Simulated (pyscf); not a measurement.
[H₃C–Ga–CH₃]• + hydrogen fluoride (HF) → methane (CH₄) + [H₃C–Ga–F]• (four-centre exchange; doublet surface; C–Ga, F–H broken, C–H, F–Ga formed). PySCF, gas phase, ωB97X-D3(BJ)/def2-SVP geometries. Rate constants from transition-state theory, ωB97M-D3(BJ)/def2-TZVP energies (ideal gas, 1 atm, RRHO with modes under 100 cm⁻¹ raised to 100, one conformer, R ln 2 for chiral ones without a mode under 150 cm⁻¹; no tunnelling), k in cm³ molecule⁻¹ s⁻¹.

```json
[
 {"T (K)": "298", "1000/T": "3.354", "log10 k": "-16.88"},
 {"T (K)": "600", "1000/T": "1.667", "log10 k": "-14.93"},
 {"T (K)": "900", "1000/T": "1.111", "log10 k": "-14.15"},
 {"T (K)": "1200", "1000/T": "0.833", "log10 k": "?"}
]
```

Problem. Fit an Arrhenius line to the three values, give the activation energy, and predict k at 1200 K.

Solution. Least squares gives log10 k = -12.86 − 1.20 × 1000/T, so Ea = 1.20 × ln 10 × 1.987 = 5.5 kcal/mol, against an electronic barrier of 5.1. At 1200 K the line gives -13.86; the computed value is -13.66 (ΔG‡ = 45.4 kcal/mol), a factor 1.6 over the line, since the plot is curved. On the reactant side the descent ends in a complex, 4.9 kcal/mol under the separated species and 10.4 kcal/mol under the saddle at ωB97X-D3(BJ)/def2-TZVP. One saddle was located; it need not be the lowest between these sides. Elements up to Kr have no core potential and no relativistic terms here.
